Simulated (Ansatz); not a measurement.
A made-up structure of C2H2Mg, closed shell:

C1  (-0.933, -1.323, 0.377)
C2  (-0.253, -0.356, 0.099)
Mg3  (0.883, 1.252, -0.358)
H4  (-1.531, -2.173, 0.620)
H5  (0.131, 0.562, 0.464)
(Å)

It is relaxed with PBE-D4/def2-SVP and then PBE0-D4/def2-TZVP (Ansatz 0.2.0). Atoms count as bonded within 1.22 times the sum of their covalent radii (H–H: 0.88 Å). The end point is not checked to be a true minimum.

(1) Does its bonding change? (Judge from chemistry; the calculation decides.)

## Answers

(1) The calculation gives: Yes. Formed: none; broken: C2–Mg3, Mg3–H5.

Where it ends: The first stage lowers the energy by 4.21 eV in 13 steps. It ends as a complex of C₂H₂ (C#C) + Mg:
```
5
angstrom
C -0.8901 -1.2140 0.4257
C -0.6597 -0.2888 1.1500
Mg 1.3951 0.9673 -1.9479
H -1.0942 -2.0362 -0.2195
H -0.4551 0.5337 1.7948
```

For scale, one of the runs: PBE0-D4/def2-TZVP relaxation, 106 basis functions, launched by `ansatz run in.yaml --threads 2 --pin off --events-out ev --progress --plain --max-ram 4352MiB`. The run took about 20 s on 2 CPU threads of an Arm Neoverse V2 (shared host).
